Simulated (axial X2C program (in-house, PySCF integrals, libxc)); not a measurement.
## Low determinants of AlS⁺ at the PBE0 level, two-component

All values were computed with an in-house all-electron X2C program for linear molecules (integrals from PySCF). Two-component (2c) means X2C with spin–orbit coupling and atomic mean-field two-electron Coulomb and Gaunt terms. Basis: S dyall-av3z [9s8p3d2f], Al dyall-v3z [8s8p2d1f] (cores contracted in-house); Gaussian nuclei, density fitting, unrestricted open shells. Masses: S 31.972 u, Al 26.982 u.

Search at 2.200 Å (vertical energies from the lowest determinant):

```csv
ΔE (eV),state,electrons beyond evenly filled partner blocks,"electrons in ±ω = 1/2, 3/2, 5/2, 7/2"
0.00,Ω = 2,"ω = 1/2, ω = 3/2",23 5 0 0
0.11,Ω = 1,"ω = -1/2, ω = 3/2",23 5 0 0
0.15,Ω = 1,2 × ω = 1/2,22 6 0 0
0.69,Ω = 0,none,22 6 0 0
2.59,Ω = 0,none,24 4 0 0
3.87,Ω = 3,2 × ω = 3/2,22 6 0 0
5.31,Ω = 4,"2 × ω = 1/2, 2 × ω = 3/2",22 6 0 0
```

Lowest determinant, Ω = 2 (⟨Sz⟩ = 1.00, ⟨Lz⟩ = 1.00 at PBE0): Re = 2.186 Å, ωe = 460.8 cm⁻¹.

The determinant in row 2 of the search, Ω = 1 (⟨Sz⟩ = 0.00, ⟨Lz⟩ = 1.00 at PBE0), was followed along the bond at PBE0; measured from the minimum of the lowest determinant it gives:

Te = 0.103 eV (829 cm⁻¹), Re = 2.171 Å, ωe = 490.8 cm⁻¹.

Task: Compare the bond of the determinant in row 2 with that of the lowest one.

Result: At PBE0 its Re is 0.015 Å shorter and its force constant, which goes as ωe², is 1.13 times that of the lowest determinant. This determinant mixes spin states, so it has no term energy of its own.

The search compares states at one distance, so a state with another bond length can lie lower; it is not exhaustive and yields mostly the lowest determinant of each block pattern, so other components and higher states of one pattern are missing. These are energies of single determinants, not of spin-adapted states; PBE0 term energies can be off by some tenths of an eV, and the functional has no current term. Open-shell Ω = 0 determinants with evenly filled partner blocks cannot be reached by this program, so the Ω shown need not be the lowest component. The lowest determinant need not be the ground state where others lie within half an eV. Some points of a curve did not converge.
